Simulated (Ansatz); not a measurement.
in.yaml

```yaml
crystal:
  periodic: [false, false, false]
  atoms:
    - {symbol: N, position_ang: [-2.073261, 0.025300, -0.018825]}
    - {symbol: H, position_ang: [-2.370540, 0.993134, -0.018825]}
    - {symbol: H, position_ang: [-2.370540, -0.376999, 0.861435]}
    - {symbol: H, position_ang: [-0.545261, 0.025300, -0.018825]}
    - {symbol: Si, position_ang: [1.100739, 0.025300, -0.018825]}
    - {symbol: H, position_ang: [1.712920, -0.848984, 1.071187]}
    - {symbol: H, position_ang: [1.712920, -0.848984, -1.108837]}
basis:
  gaussian: {orbitals: cc-pVDZ}
magnetization: {spin_polarized: true, initial_magnetization: 0}
correlation: {method: ccsd_t, electrons: outside_noble_gas}
output: {forces: true}
```

```sh
$ ansatz run in.yaml --threads 1 --pin off --events-out ev --progress --plain --max-ram 2393MiB
```

**Question.** Roughly how long does this take on 1 thread of Intel Xeon 6975P-C, shared host, and how much host memory?

**Answer.** 11 s wall and 0.26 GiB.

```
538 factors; integrals over basis functions are off by at most 1.4e-3 eV
mean field evaluation 1: about -9413.5423 eV, gradient 2.6e1 eV
mean field evaluation 2: about -9413.5431 eV, gradient 2.6e1 eV
mean field evaluation 4: about -9417.6537 eV, gradient 2.4e0 eV
mean field evaluation 8: about -9417.8278 eV, gradient 2.0e-1 eV
mean field evaluation 16: about -9419.3437 eV, gradient 7.0e-1 eV
mean field evaluation 32: about -9419.3620 eV, gradient 2.1e-2 eV
mean field evaluation 64: about -9419.3121 eV, gradient 2.8e0 eV
mean field evaluation 96: about -9416.2710 eV, gradient 4.9e0 eV
mean field evaluation 128: about -9416.3129 eV, gradient 1.9e0 eV
mean field evaluation 160: about -9415.9977 eV, gradient 1.3e0 eV
mean field -9419.36200373 eV, -346.1551689644 hartree, gradient 1.6e-6 eV, S^2 0.955462; 7 other end points of the search recorded, 0 dependent functions left out
determinant -9419.36200373 eV, -346.1551689644 hartree, with singles and doubles -9427.57628061 eV, -346.4570380715 hartree
determinant -9417.82935575 eV, -346.0988451898 hartree, with singles and doubles -9427.46482023 eV, -346.4529419783 hartree
6 core orbitals not correlated: weight in the atoms' cores, before any rotation towards them, 1.000 or more for the frozen orbitals, at most 0.000 for the correlated occupied ones
reference -9419.36200373 eV, -346.1551689644 hartree; 7, 7 occupied and 44, 44 virtual orbitals, 538 factors
second order -6.92774685 eV of doubles, -0.00000000 eV of singles
cycle   1  -8.21597265 eV  change   -1.7e-3 eV  update   6.4e-3
cycle   2  -8.22426994 eV  change   -8.3e-3 eV  update   5.7e-3
cycle   3  -8.22834675 eV  change   -4.1e-3 eV  update   3.8e-3
cycle   4  -8.23190422 eV  change   -3.6e-3 eV  update   2.0e-3
cycle   5  -8.23453875 eV  change   -2.6e-3 eV  update   8.5e-4
cycle   6  -8.23657706 eV  change   -2.0e-3 eV  update   5.6e-4
cycle   7  -8.23619491 eV  change    3.8e-4 eV  update   3.5e-4
cycle   8  -8.23571709 eV  change    4.8e-4 eV  update   1.9e-4
cycle   9  -8.23576190 eV  change   -4.5e-5 eV  update   1.1e-4
cycle  10  -8.23579799 eV  change   -3.6e-5 eV  update   6.5e-5
cycle  11  -8.23584121 eV  change   -4.3e-5 eV  update   3.9e-5
cycle  12  -8.23582424 eV  change    1.7e-5 eV  update   2.4e-5
cycle  13  -8.23582771 eV  change   -3.5e-6 eV  update   1.1e-5
cycle  14  -8.23583491 eV  change   -7.2e-6 eV  update   6.2e-6
cycle  15  -8.23583883 eV  change   -3.9e-6 eV  update   3.6e-6
cycle  16  -8.23583760 eV  change    1.2e-6 eV  update   1.7e-6
cycle  17  -8.23583525 eV  change    2.4e-6 eV  update   9.2e-7
perturbative correction -0.21540801 eV, -0.0079160982 hartree
the calculation of the forces begins
mean field evaluation 192: about -9419.3620 eV, gradient 1.6e-6 eV
Total energy: -9427.81324699 eV, -346.4657464255 hartree
Atom 0 at    -2.073261     0.025300    -0.018825 Å, force     0.897103    -1.381275    -1.723298 eV/Å
Atom 1 at    -2.370540     0.993134    -0.018825 Å, force     0.158548     1.081068     0.411239 eV/Å
Atom 2 at    -2.370540    -0.376999     0.861435 Å, force     0.004587    -0.105489     1.085825 eV/Å
Atom 3 at    -0.545261     0.025300    -0.018825 Å, force    -1.012268     0.437775     0.144503 eV/Å
Atom 4 at     1.100739     0.025300    -0.018825 Å, force     0.604895    -0.759497     0.052903 eV/Å
Atom 5 at     1.712920    -0.848984     1.071187 Å, force    -0.304058     0.376937     0.255609 eV/Å
Atom 6 at     1.712920    -0.848984    -1.108837 Å, force    -0.348807     0.350480    -0.226781 eV/Å
Dipole moment:    -0.174881     0.225257     0.246947 e Å
```

Forces (eV/Å):
```
N    0.897 -1.381 -1.723
H    0.159  1.081  0.411
H    0.005 -0.105  1.086
H   -1.012  0.438  0.145
Si   0.605 -0.759  0.053
H   -0.304  0.377  0.256
H   -0.349  0.350 -0.227
```
